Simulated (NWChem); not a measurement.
Everything below was run with NWChem. System: HN, charge 0, spin multiplicity 3, at a geometry optimised with UB3LYP/def2-SVP. The structure started from a generated list of species. Its SCF solution wasn't tested for a lower state. Level: UHF/def2-TZVP.

Job file:

```
start mol
memory heap 200 mb stack 900 mb global 1100 mb
geometry units angstroms nocenter noautoz
  N      0.000000     0.000000     0.131351
  H      0.000000     0.000000    -0.919456
  symmetry group C2v
end
basis spherical
  * library def2-tzvp
end
scf
  uhf
  nopen 2
  maxiter 100
  thresh 1e-7
  semidirect memsize 60000000 filesize 0
  # guess.movecs holds the orbitals of an unrestricted PBE0 run
  vectors input guess.movecs output mol.movecs
end
task scf energy
```

NWChem printed:

```
             Northwest Computational Chemistry Package (NWChem) 7.3.0
             --------------------------------------------------------

                                NWChem Input Module
                                -------------------

 Scaling coordinates for geometry "geometry" by  1.889725989
 (inverse scale =  0.529177249)

 Turning off AUTOSYM since
 SYMMETRY directive was detected!

                             Geometry "geometry" -> ""
                             -------------------------

 Output coordinates in angstroms (scale by  1.889725989 to convert to a.u.)

  No.       Tag          Charge          X              Y              Z
 ---- ---------------- ---------- -------------- -------------- --------------
    1 N                    7.0000     0.00000000     0.00000000     0.13135100
    2 H                    1.0000     0.00000000     0.00000000    -0.91945600

 Effective nuclear repulsion energy (a.u.)       3.5251390055

            Nuclear Dipole moment (a.u.)
            ----------------------------
        X                 Y               Z
 ---------------- ---------------- ----------------
     0.0000000000     0.0000000000     0.0000018897

      Symmetry information
      --------------------

 Group name             C2v
 Group number             16
 Group order               4
 No. of unique centers     2

      Symmetry unique atoms

     1    2


 Summary of "ao basis" -> "" (spherical)
 ------------------------------------------------------------------------------
       Tag                 Description            Shells   Functions and Types
 ---------------- ------------------------------  ------  ---------------------
 *                         def2-tzvp                  on all atoms

 Summary of "ao basis" -> "ao basis" (spherical)
 ------------------------------------------------------------------------------
       Tag                 Description            Shells   Functions and Types
 ---------------- ------------------------------  ------  ---------------------
 N                         def2-tzvp                11       31   5s3p2d1f
 H                         def2-tzvp                 4        6   3s1p

                                 NWChem SCF Module
                                 -----------------

  ao basis        = "ao basis"
  functions       =    37
  atoms           =     2
  alpha electrons =     5
  beta  electrons =     3
  charge          =   0.00
  wavefunction    = UHF
  use symmetry    = T
  symmetry adapt  = T

 Summary of "ao basis" -> "ao basis" (spherical)
 ------------------------------------------------------------------------------
       Tag                 Description            Shells   Functions and Types
 ---------------- ------------------------------  ------  ---------------------
 N                         def2-tzvp                11       31   5s3p2d1f
 H                         def2-tzvp                 4        6   3s1p

      Symmetry analysis of basis
      --------------------------

        a1         18
        a2          3
        b1          8
        b2          8

 Forming initial guess at       0.1s

   Symmetry analysis of molecular orbitals - initial alpha
   -------------------------------------------------------

  Numbering of irreducible representations:

     1 a1          2 a2          3 b1          4 b2

  Orbital symmetries:

     1 a1          2 a1          3 a1          4 b1          5 b2
     6 a1          7 a1          8 b1          9 b2         10 a1
[...]
              MO Center=  3.7D-15, -5.4D-15, -1.4D+00, r^2= 2.9D+00
   Bfn.  Coefficient  Atom+Function         Bfn.  Coefficient  Atom+Function
  ----- ------------  ---------------      ----- ------------  ---------------
    34      2.208212  2 H  s                  5     -1.290218  1 N  s
    14      0.710814  1 N  pz                33     -0.235999  2 H  s
     8      0.165986  1 N  pz                 3     -0.158324  1 N  s

 Vector    7  Occ=0.000000D+00  E= 4.331166D-01  Symmetry=a1
              MO Center=  1.2D-14, -6.1D-14,  6.1D-01, r^2= 2.9D+00
   Bfn.  Coefficient  Atom+Function         Bfn.  Coefficient  Atom+Function
  ----- ------------  ---------------      ----- ------------  ---------------
     5      2.599737  1 N  s                  4     -1.964105  1 N  s
    34     -1.012358  2 H  s                 14      0.306838  1 N  pz
    11     -0.274510  1 N  pz                33      0.236591  2 H  s
     3      0.163839  1 N  s

 Vector    8  Occ=0.000000D+00  E= 4.542511D-01  Symmetry=b2
              MO Center=  3.5D-19,  7.4D-14,  1.3D-01, r^2= 2.9D+00
   Bfn.  Coefficient  Atom+Function         Bfn.  Coefficient  Atom+Function
  ----- ------------  ---------------      ----- ------------  ---------------
    13      1.299476  1 N  py                10     -0.752982  1 N  py
     7     -0.250620  1 N  py

                     UHF Final Beta Molecular Orbital Analysis
                     -----------------------------------------

 Vector    2  Occ=1.000000D+00  E=-9.153238D-01  Symmetry=a1
              MO Center=  5.1D-17, -3.0D-16, -2.5D-01, r^2= 6.4D-01
   Bfn.  Coefficient  Atom+Function         Bfn.  Coefficient  Atom+Function
  ----- ------------  ---------------      ----- ------------  ---------------
     4      0.408347  1 N  s                  3      0.307869  1 N  s
     2     -0.207200  1 N  s                 33      0.190607  2 H  s

 Vector    3  Occ=1.000000D+00  E=-5.053520D-01  Symmetry=a1
              MO Center= -5.2D-16,  3.2D-16,  1.7D-01, r^2= 9.8D-01
   Bfn.  Coefficient  Atom+Function         Bfn.  Coefficient  Atom+Function
  ----- ------------  ---------------      ----- ------------  ---------------
     8      0.331848  1 N  pz                11      0.283165  1 N  pz
     5      0.270592  1 N  s                  4      0.251511  1 N  s
    33     -0.252027  2 H  s                 14      0.178615  1 N  pz
     3      0.173786  1 N  s

 Vector    4  Occ=0.000000D+00  E= 1.208460D-01  Symmetry=b2
              MO Center=  2.2D-19, -2.5D-15,  1.0D-01, r^2= 1.6D+00
   Bfn.  Coefficient  Atom+Function         Bfn.  Coefficient  Atom+Function
  ----- ------------  ---------------      ----- ------------  ---------------
    13      0.704342  1 N  py                 7      0.303556  1 N  py
    10      0.184894  1 N  py

 Vector    5  Occ=0.000000D+00  E= 1.208460D-01  Symmetry=b1
              MO Center=  1.6D-15,  4.5D-18,  1.0D-01, r^2= 1.6D+00
   Bfn.  Coefficient  Atom+Function         Bfn.  Coefficient  Atom+Function
  ----- ------------  ---------------      ----- ------------  ---------------
    12      0.704342  1 N  px                 6      0.303556  1 N  px
     9      0.184894  1 N  px

 Vector    6  Occ=0.000000D+00  E= 1.574710D-01  Symmetry=a1
              MO Center=  1.5D-16,  1.8D-16, -1.5D+00, r^2= 2.9D+00
   Bfn.  Coefficient  Atom+Function         Bfn.  Coefficient  Atom+Function
  ----- ------------  ---------------      ----- ------------  ---------------
    34      2.329923  2 H  s                  5     -1.465793  1 N  s
    14      0.770587  1 N  pz                33     -0.293677  2 H  s
     4      0.175435  1 N  s                  3     -0.160716  1 N  s
     8      0.160000  1 N  pz

 center of mass
 --------------
 x =   0.00000000 y =   0.00000000 z =   0.11489585

 moments of inertia (a.u.)
 ------------------
           3.707194617226           0.000000000000           0.000000000000
           0.000000000000           3.707194617226           0.000000000000
           0.000000000000           0.000000000000           0.000000000000

  Mulliken analysis of the total density
  --------------------------------------

    Atom       Charge   Shell Charges
 -----------   ------   -------------------------------------------------------
    1 N    7     7.21   0.82  1.15  0.62  0.96  0.33  1.28  1.42  0.60  0.00  0.02  0.00
    2 H    1     0.79   0.25  0.44  0.07  0.03

  Mulliken analysis of the alpha density
  --------------------------------------

    Atom       Charge   Shell Charges
 -----------   ------   -------------------------------------------------------
    1 N    7     4.66   0.41  0.58  0.33  0.51  0.14  1.05  1.16  0.47  0.00  0.01  0.00
    2 H    1     0.34   0.11  0.18  0.02  0.02

   Mulliken analysis of the beta density
   -------------------------------------

    Atom       Charge   Shell Charges
 -----------   ------   -------------------------------------------------------
    1 N    7     2.55   0.41  0.58  0.28  0.45  0.19  0.23  0.26  0.13  0.00  0.01  0.00
    2 H    1     0.45   0.14  0.26  0.04  0.01

   Mulliken analysis of the spin density
   -------------------------------------

    Atom       Charge   Shell Charges
 -----------   ------   -------------------------------------------------------
    1 N    7     2.11   0.00 -0.00  0.05  0.06 -0.05  0.82  0.89  0.34 -0.00  0.00 -0.00
    2 H    1    -0.11  -0.03 -0.08 -0.02  0.01

       Multipole analysis of the density wrt the origin
       ------------------------------------------------

     L   x y z        total         alpha         beta         nuclear
     -   - - -        -----         -----         ----         -------
     0   0 0 0     -0.000000     -5.000000     -3.000000      8.000000

     1   1 0 0      0.000000      0.000000      0.000000      0.000000
     1   0 1 0      0.000000      0.000000     -0.000000      0.000000
     1   0 0 1     -0.660469     -0.551351     -0.109119      0.000002

     2   2 0 0     -4.641978     -3.336543     -1.305435      0.000000
     2   1 1 0      0.000000      0.000000      0.000000      0.000000
     2   1 0 1      0.000000      0.000000      0.000000      0.000000
     2   0 2 0     -4.641978     -3.336543     -1.305435      0.000000
     2   0 1 1     -0.000000      0.000000     -0.000000      0.000000
     2   0 0 2     -4.362207     -4.190107     -3.622358      3.450259

 Task  times  cpu:        0.3s     wall:        0.3s

 Total times  cpu:        0.3s     wall:        0.3s
```
